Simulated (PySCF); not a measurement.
Compound: C2H5FOS.
Geometry (PBE0-D3(BJ)/def2-SVP, Å), atoms numbered from 1 in this order:
```xyz
10
C2H5FOS angstrom
C     -0.6719    0.5782    1.0407
S     -0.7834    0.1727   -0.7216
O     -0.3808    1.3955   -1.4951
C      0.7472   -0.8578   -0.7584
F      0.6907   -1.8846    0.1253
H     -1.5344    1.2157    1.2760
H     -0.7020   -0.3470    1.6329
H      0.2622    1.1353    1.2048
H      0.8378   -1.2312   -1.7908
H      1.5741   -0.1649   -0.5268
```

Method: EOM-IP-CCSD/aug-cc-pVDZ in PySCF, restricted Hartree–Fock reference, frozen core, non-relativistic, gas phase, PBE0-D3(BJ)/def2-SVP geometry.

Hartree–Fock orbital energies give these Koopmans values (eV): HOMO 10.40, HOMO-1 11.59, HOMO-2 14.32, HOMO-3 15.04, HOMO-4 15.27, HOMO-5 16.24, HOMO-6 16.63, HOMO-7 17.20.

What vertical ionisation energies does EOM-IP-CCSD give?

```csv
leading hole (HF orbital),Koopmans (eV),EOM-IP-CCSD (eV),change (eV),one-hole share
HOMO,10.40,9.13,-1.27,0.95
HOMO-1,11.59,10.12,-1.47,0.94
HOMO-2,14.32,12.79,-1.53,0.95
HOMO-3,15.04,13.56,-1.48,0.94
HOMO-4,15.27,13.68,-1.59,0.95
HOMO-5,16.24,14.72,-1.52,0.94
HOMO-6,16.63,15.13,-1.50,0.95
HOMO-7,17.20,15.70,-1.50,0.94
```

Does the order of the lines follow the orbital energies?

Yes, no two lines change places. The corrections run from -1.59 to -1.27 eV, with a mean of -1.48 eV over the 8 lines; no line lies above its Koopmans value.

At what kinetic energies would He II light (40.81 eV) eject these electrons?

31.68 eV (HOMO), 30.69 eV (HOMO-1), 28.02 eV (HOMO-2), 27.25 eV (HOMO-3), 27.13 eV (HOMO-4), 26.09 eV (HOMO-5), 25.68 eV (HOMO-6), 25.11 eV (HOMO-7).

What total energy has the lowest final state, and which wavelength reaches it?

E(CCSD) + ionisation energy = -651.32617 + 0.33567 = -650.99050 Eh, at the geometry of the initial state. The threshold wavelength is 1239.84 eV nm/9.13 eV = 135.8 nm.

Lines less than 0.15 eV apart could change places at a higher level. One root was sought for each valence orbital with −ε under 21 eV, eight at most, so deeper holes and satellites are missing; no vibrational structure.

One conformer stands for the species.
